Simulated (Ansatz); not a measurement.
`CC(C)(C)OC=O` → `COC1CCCO1`  (isomerisation)

Computed with Ansatz on PBE0-D4/def2-TZVP structures; ΔE is electronic, products minus reactants. CBS: MP2 limit from def2 TZ/QZ plus the TZ coupled-cluster correction, frozen cores. Functionals use def2-TZVPP. One conformer a species, not always the lowest.

```tsv
species	PBE0-D4 energy (Eh)
`CC(C)(C)OC=O`	-346.76221
`COC1CCCO1`	-346.73385
```

Problem. Work out ΔE.

Solution. ΔE = (-346.73385) − (-346.76221) = 0.02836 Eh = +17.8 kcal/mol. CCSD(T)/CBS gives +20.1 kcal/mol.

Largest T1 diagnostic among the species: 0.013.

Leaving LDA and LC-ωPBE aside and taking each functional with its dispersion term where it has one, the values, not all of them listed here, spread over 7.4 kcal/mol, from PBE-QIDH to BLYP-D4. LDA lies −4.4 kcal/mol from PBE without D4. From r2SCAN to r2SCAN0 (25 % exact exchange), in def2-TZVPP and without D4, ΔE moves by −2.9 kcal/mol. At CCSD(T), def2-SVP lies +3.3 kcal/mol from the extrapolated value and def2-TZVPP +0.0 kcal/mol.
